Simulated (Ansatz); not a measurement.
CH6AlCl, closed shell: a saddle search.

The input file, in.yaml:

```yaml
crystal:
  periodic: [false, false, false]
  atoms:
    - {symbol: Al, position_ang: [-0.510600, -0.611300, -0.915100]}
    - {symbol: Cl, position_ang: [1.538900, 0.722400, -1.797100]}
    - {symbol: H, position_ang: [-0.306900, -2.134300, -0.935200]}
    - {symbol: H, position_ang: [-1.878800, -0.070600, -1.362600]}
    - {symbol: H, position_ang: [0.825700, 0.553900, -0.194100]}
    - {symbol: C, position_ang: [0.181600, 0.386200, 1.028700]}
    - {symbol: H, position_ang: [-0.809200, 0.854600, 1.077200]}
    - {symbol: H, position_ang: [0.847800, 0.939300, 1.686100]}
    - {symbol: H, position_ang: [0.111500, -0.640300, 1.412100]}
basis:
  gaussian: {orbitals: def2-SVP}
hamiltonian: {xc: pbe0, dispersion: d4}
saddle:
  max_steps: 30
  mode_guess:
    - [-0.0000, -0.0000, 0.0000]
    - [0.0000, 0.0000, 0.0000]
    - [0.0000, -0.0000, -0.0000]
    - [0.0000, -0.0000, -0.0000]
    - [0.0000, 0.0000, -0.0000]
    - [-0.0000, -0.0000, 0.0000]
    - [-0.0000, -0.0000, 0.0000]
    - [-0.0000, -0.0000, -0.0000]
    - [0.0000, -0.0000, 0.0000]
```

Launched with

```bash
ansatz run in.yaml --threads 2 --pin off --events-out ev --progress --plain --max-ram 4352MiB
```

What Ansatz 0.2.0 printed:

```
Error: invalid value for `saddle.mode_guess`: has no component on a free degree of freedom — its frozen components are dropped, and so is its uniform translation along each direction along which no atom is frozen; give the guess a component on an atom that moves relative to the others, or omit it for a random start direction
```

Hardware: 2 CPU threads of an Intel Xeon Platinum 8259CL, shared host. Wall time about 0.05 s.


The program refused the input. The guess of the mode is all zeros.